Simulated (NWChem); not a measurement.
Program: NWChem. System: O3, charge 0, spin multiplicity 1, displaced from the optimised geometry. Level: LDA (SVWN5)/def2-TZVP.

Output (cleaned and shortened):

```
             Northwest Computational Chemistry Package (NWChem) 7.3.0
             --------------------------------------------------------

                                NWChem Input Module
                                -------------------

 Scaling coordinates for geometry "geometry" by  1.889725989
 (inverse scale =  0.529177249)

 Turning off AUTOSYM since
 SYMMETRY directive was detected!

                             Geometry "geometry" -> ""
                             -------------------------

 Output coordinates in angstroms (scale by  1.889725989 to convert to a.u.)

  No.       Tag          Charge          X              Y              Z
 ---- ---------------- ---------- -------------- -------------- --------------
    1 O                    8.0000    -1.11071800     0.00000000    -0.22109000
    2 O                    8.0000     0.00000000     0.00000000     0.44218000
    3 O                    8.0000     1.11071800     0.00000000    -0.22109000

 Effective nuclear repulsion energy (a.u.)      67.6036327601

            Nuclear Dipole moment (a.u.)
            ----------------------------
        X                 Y               Z
 ---------------- ---------------- ----------------
     0.0000000000     0.0000000000     0.0000000000

      Symmetry information
      --------------------

 Group name             C2v
 Group number             16
 Group order               4
 No. of unique centers     2

      Symmetry unique atoms

     1    2


 Summary of "ao basis" -> "" (spherical)
 ------------------------------------------------------------------------------
       Tag                 Description            Shells   Functions and Types
 ---------------- ------------------------------  ------  ---------------------
 *                         def2-tzvp                  on all atoms

                                 NWChem DFT Module
                                 -----------------

 Summary of "ao basis" -> "ao basis" (spherical)
 ------------------------------------------------------------------------------
       Tag                 Description            Shells   Functions and Types
 ---------------- ------------------------------  ------  ---------------------
 O                         def2-tzvp                11       31   5s3p2d1f

 Summary of "ao basis" -> "ao basis" (spherical)
 ------------------------------------------------------------------------------
       Tag                 Description            Shells   Functions and Types
[...]
           0.000000000000           0.000000000000         140.934424995651

     Multipole analysis of the density
     ---------------------------------

     L   x y z        total         alpha         beta         nuclear
     -   - - -        -----         -----         ----         -------
     0   0 0 0     -0.000000    -12.000000    -12.000000     24.000000

     1   1 0 0     -0.000000     -0.000000     -0.000000      0.000000
     1   0 1 0     -0.000000     -0.000000     -0.000000      0.000000
     1   0 0 1      0.233783      0.116891      0.116891      0.000000

     2   2 0 0    -12.846005    -41.667821    -41.667821     70.489637
     2   1 1 0     -0.000000     -0.000000     -0.000000      0.000000
     2   1 0 1     -0.000000     -0.000000     -0.000000      0.000000
     2   0 2 0    -10.947908     -5.473954     -5.473954      0.000000
     2   0 1 1     -0.000000     -0.000000     -0.000000      0.000000
     2   0 0 2    -12.007863    -10.193286    -10.193286      8.378709

  itol2e modified to match energy
  convergence criterion.

            General Information
            -------------------
          SCF calculation type: DFT
          Wavefunction type:  closed shell.
          No. of atoms     :     3
          No. of electrons :    24
           Alpha electrons :    12
            Beta electrons :    12
          Charge           :     0
          Spin multiplicity:     1
          Use of symmetry is: on ; symmetry adaption is: on
          Maximum number of iterations: 100
          AO basis - number of functions:    93
                     number of shells:    33
          Convergence on energy requested:  1.00D-09
          Convergence on density requested:  1.00D-08
          Convergence on gradient requested:  1.00D-07

              XC Information
              --------------
                        Slater Exchange Functional  1.000 local
                      VWN V Correlation Functional  1.000 local

             Grid Information
             ----------------
          Grid used for XC integration:  medium
          Radial quadrature: Mura-Knowles
          Angular quadrature: Lebedev.
          Tag              B.-S. Rad. Rad. Pts. Rad. Cut. Ang. Pts.
          ---              ---------- --------- --------- ---------
          O                   0.60       49           7.0       434
          Grid pruning is: on
          Number of quadrature shells:    98
          Spatial weights used:  Erf1

          Convergence Information
          -----------------------
          Convergence aids based upon iterative change in
          total energy or number of iterations.
          Levelshifting, if invoked, occurs when the
          HOMO/LUMO gap drops below (HL_TOL):  1.00D-02
          DIIS, if invoked, will attempt to extrapolate
          using up to (NFOCK): 10 stored Fock matrices.

                    Damping( 0%)  Levelshifting(0.5)       DIIS
                  --------------- ------------------- ---------------
          dE  on:    start            ASAP                start
          dE off:    2 iters        100 iters           100 iters

      Screening Tolerance Information
      -------------------------------
          Density screening/tol_rho:  1.00D-12
          AO Gaussian exp screening on grid/accAOfunc:  21
          CD Gaussian exp screening on grid/accCDfunc:  20
          XC Gaussian exp screening on grid/accXCfunc:  20
          Schwarz screening/accCoul:  1.00D-10

                            NWChem DFT Gradient Module
                            --------------------------

  charge          =   0.00
  wavefunction    = closed shell

  Using symmetry

                         DFT ENERGY GRADIENTS

    atom               coordinates                        gradient
                 x          y          z           x          y          z
   1 O      -2.098953   0.000000  -0.417800   -0.036243   0.000000  -0.018596
   2 O       0.000000   0.000000   0.835599    0.000000   0.000000   0.037192
   3 O       2.098953   0.000000  -0.417800    0.036243  -0.000000  -0.018596

                 ----------------------------------------
                 |  Time  |  1-e(secs)   |  2-e(secs)   |
                 ----------------------------------------
                 |  CPU   |       0.01   |       1.85   |
                 ----------------------------------------
                 |  WALL  |       0.01   |       1.85   |
                 ----------------------------------------

 Task  times  cpu:        4.8s     wall:        4.8s

 Total times  cpu:        4.9s     wall:        4.9s
```

Task: Write an NWChem input that would produce this output.

Result: Several could match; the one computed here: 
```
start mol
memory heap 200 mb stack 800 mb global 1000 mb
geometry units angstroms nocenter noautoz
  O     -1.110718     0.000000    -0.221090
  O      0.000000     0.000000     0.442180
  O      1.110718     0.000000    -0.221090
  symmetry group C2v
end
basis spherical
  * library def2-tzvp
end
dft
  xc slater vwn_5
  semidirect memsize 60000000 filesize 0
  iterations 100
  convergence energy 1e-9 density 1e-8 gradient 1e-7
end
task dft gradient
```
